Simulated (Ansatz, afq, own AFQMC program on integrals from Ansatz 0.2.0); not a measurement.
## Where AFQMC and coupled cluster stand for ZrH$_{2}$Se$_{2}$F$_{2}$, singlet

```yaml
atoms:
  - { symbol: F, position_ang: [0.3681, -2.4105, -0.5071] }
  - { symbol: Zr, position_ang: [0.1736, -0.6177, 0.0569] }
  - { symbol: F, position_ang: [1.2615, -0.1134, 1.5199] }
  - { symbol: Se, position_ang: [-2.3223, -0.3733, 0.6045] }
  - { symbol: Se, position_ang: [0.7340, 1.0083, -1.8580] }
  - { symbol: H, position_ang: [-2.0231, 0.9528, 1.1807] }
  - { symbol: H, position_ang: [1.8693, 1.4860, -1.0426] }
```

Basis def2-SVP with its core potentials. Only valence electrons are correlated. Integrals, coupled cluster, full CI and functionals: Ansatz 0.2.0; the random walks run on the same integrals in our own AFQMC program. ph-AFQMC/CISD is guided by a CISD state made of CCSD amplitudes; releasing the constraint for a short imaginary time cuts its bias at the price of noise, slowly where states lie close. Error bars are statistical, one sigma. No spin–orbit coupling. The metal's outer-core s and p shells are frozen, which shifts wave-function levels against functionals.

Determinant: RHF, the one that the program's search chose, which needn't be the lowest solution. The geometry is a PBE0/def2-SVP stationary point of this or a neighbouring charge and spin state.

No full CI on the walks' own integrals is used here. The released AFQMC energy serves as the reference, which it does only where one determinant dominates, the energy is flat over the last release times and near the phaseless one (40 meV or 2 meV an electron, half that with transition metals). On small molecules, where full CI could be run and the noise was under 10 meV, such values lay within 10 meV of it in 19 cases of 20, a flattering rate, since the rule was set on those same cases; what remains of the bias isn't in the error bar.

Cautions: no spin-orbit coupling; no relativity below Rb; outer-core shells of the metal frozen; inner d shell frozen; the released value is read at 0.80 1/Eh with a noise of 15 meV, more than in the cases checked, later times being too noisy (meV from the phaseless value at times in 1/Eh: -11 ± 11 at 0.24, 17 ± 12 at 0.48, 21 ± 15 at 0.80, -2 ± 23 at 1.20); released reference can be 30 meV off for metals.

* T1 diagnostic: 0.0195
* weight of the determinant in the CISD state: 0.764
* size of the correlated space: 32 electrons in 99 orbitals

Reference: AFQMC with the constraint released, correlation energy -21.026 ± 0.015 eV.

| level | E − E(reference) (kJ/mol) | share of correlation (%) |
| --- | --- | --- |
| HF | 2028.7 ± 1.5 | 0.00 |
| MP2 | 132.6 ± 1.5 | 93.46 |
| CCSD | 68.6 ± 1.5 | 96.62 |
| CCSD(T) | 9.5 ± 1.5 | 99.53 |
| ph-AFQMC/CISD | -2.0 ± 1.9 | 100.10 |

Released energies are given only where the last usable release times agree within the noise; a slower fall can still hide under it.
